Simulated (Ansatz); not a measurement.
**Worked example: PH, quintet against PH, triplet**

Geometry (PBE0/def2-TZVP stationary point of a triplet), kept for both states (PH, triplet: Σ⁻; PH, quintet: Σ⁻):

```xyz
2

P     0.0000    0.0000    0.0000
H     0.0000    0.0000    1.4282
```

Basis aug-cc-pVDZ; Ansatz 0.2.0. Correlated methods freeze the noble-gas cores. R marks a restricted (for open shells ROHF) determinant, U an unrestricted one.

Full CI is exact within this basis and frozen core; it isn't the basis-set limit. The frozen core follows each run's orbitals, which can shift R against U totals by a few meV.

```tsv
level	E(PH, triplet) (hartree)	E(PH, quintet) (hartree)
UHF	-341.288064	-341.059883
UMP2	-341.374418	-341.129641
UCCSD(T)	-341.400677	-341.152224
PBE	-341.715817	-341.469518
wB97M-V	-341.850756	-341.593565
full CI	-341.401421	-341.152933
```

Question: Give the vertical gap, PH quintet less PH triplet, at each level in eV (1 hartree = 27.2114 eV), and each error against full CI.

Answer: full CI: (-341.152933 − (-341.401421)) × 27.2114 = 6.762 eV (the reference)
wB97M-V: (-341.593565 − (-341.850756)) × 27.2114 = 6.999 eV, error 0.237 eV
PBE: (-341.469518 − (-341.715817)) × 27.2114 = 6.702 eV, error -0.060 eV
UCCSD(T): (-341.152224 − (-341.400677)) × 27.2114 = 6.761 eV, error -0.001 eV
UMP2: (-341.129641 − (-341.374418)) × 27.2114 = 6.661 eV, error -0.101 eV
UHF: (-341.059883 − (-341.288064)) × 27.2114 = 6.209 eV, error -0.553 eV

Total energies of functionals can't be set beside those of wave-function methods, since they hold the core's correlation and their own absolute errors; only the differences compare.

In so small a basis the reference is far from its limit while semilocal and hybrid functionals are nearer theirs, so the functionals' errors here hold much of the reference's basis and frozen-core error, which can add to them or hide them.

Each level lands on the state that its own search finds. T1 diagnostics of restricted CCSD: 0.021 and 0.034.
